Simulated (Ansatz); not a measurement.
# H2 (singlet): the correlation ladder, STO-3G

The task here is to estimate one member of a computed series from the others.

Program: Ansatz 0.2.0, Gaussian basis. Level of theory: STO-3G, core rule «outside noble gas», up to 0 orbitals frozen. These are calculated values, not measurements.

To be run: UHF; CCSD(T) on RHF; BCCD(T) on RHF; CASSCF and MRCISD+Q, 2 electrons in 2 orbitals; CASSCF and NEVPT2, 2 electrons in 2 orbitals; Full CI.

12 further runs of the same task are left out: 3 that didn't finish, 9 set aside as unsound or not needed.

**The geometry**

The geometry is an MP2(full)/6-31G* stationary point (not a proven minimum).

2 atoms, charge 0, spin multiplicity 1.

Atoms are counted from 1 here; the program's logs count them from 0.

Bond lengths: H1–H2 0.737 Å.

As a file:

```
H     0.0000    0.0000    0.0000
H     0.0000    0.0000    0.7372
```

The first run:

in.yaml reads:

```yaml
crystal:
  periodic: [false, false, false]
  atoms:
    - {symbol: H, position_ang: [0.000000, 0.000000, 0.000000]}
    - {symbol: H, position_ang: [0.000000, 0.000000, 0.737166]}
basis:
  gaussian: {orbitals: STO-3G}
magnetization: {spin_polarized: true, initial_magnetization: 0}
hamiltonian: {xc: hf}
output: {orbitals: {seedname: orbitals}}
```

On the command line:

```
$ ansatz run in.yaml --threads 1 --pin off --events-out ev --progress --plain --max-ram 2393MiB
```

Steps of the session up to this table: UHF; CCSD(T) on RHF; BCCD(T) on RHF; CASSCF and MRCISD+Q, 2 electrons in 2 orbitals; CASSCF and NEVPT2, 2 electrons in 2 orbitals; Full CI.

One table of the session follows, with a row left open; its other results are not shown here.

```
          method  from FCI (kcal/mol)
             RHF                    ?
            RMP2                +4.60
           RCCSD                 0.00
        RCCSD(T)                 0.00
         BCCD(T)                 0.00
  CASSCF valence                 0.00
  NEVPT2 valence                 0.00
  MRCISD valence                 0.00
MRCISD+Q valence                 0.00
             FCI                    0
```

**Question.** Estimate the row for RHF.

**Answer.** from FCI (kcal/mol): +12.80. In the column «from FCI (kcal/mol)» it is the highest.

With the free atoms at the same levels and basis (separate runs), the atomisation energy is 5.555 eV at FCI, 5.555 eV at RCCSD(T), 5.000 eV at RHF.
